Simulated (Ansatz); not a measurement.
```yaml
crystal:
  periodic: [false, false, false]
  atoms:
    - {symbol: Mg, position_ang: [0.233364, 0.666755, 0.339005]}
    - {symbol: Cl, position_ang: [-1.868189, 0.501081, -0.604866]}
    - {symbol: Cl, position_ang: [1.634825, -1.167836, 0.265861]}
basis:
  gaussian: {orbitals: def2-TZVP}
total_charge: -1
magnetization: {spin_polarized: true, initial_magnetization: 1}
hamiltonian: {xc: {name: HSE06}, dispersion: d4}
scf: {omitted_lower_state_checks: [starts]}
```

```sh
$ ansatz run in.yaml --threads 4 --pin off --events-out ev --progress --plain --max-ram 3916MiB
```

It prints (some lines left out):

```
Functional definition: HSE06
824 factors; their error is unknown
57 factors; integrals over basis functions are off by at most 8.5e-6 eV
mean field evaluation 1: about -30483.7418 eV, gradient 6.1e0 eV
mean field evaluation 2: about -30483.8633 eV, gradient 4.8e0 eV
mean field evaluation 4: about -30483.9508 eV, gradient 1.6e-1 eV
mean field evaluation 8: about -30484.0462 eV, gradient 1.1e-2 eV
mean field evaluation 16: about -30484.0462 eV, gradient 2.3e-5 eV
mean field -30484.04616870 eV, -1120.2680338710 hartree, gradient 2.3e-5 eV, S^2 0.750593; 0 other end points of the search recorded, 0 dependent functions left out
reference -30484.04621408 eV, -1120.2680355387 hartree; 24, 23 occupied and 82, 83 virtual orbitals, 824 factors
Total energy: -30484.09726263 eV, -1120.2699115383 hartree
Checks for a lower state left out: starts
```

It took 1.3 s on 4 threads of Arm Neoverse V1 on a shared host.

HSE06 is defined as in plane-wave codes, on full-range PBE exchange. The highest occupied level of an anion often lies above zero with these methods, and sets without diffuse functions describe the outer electron poorly.
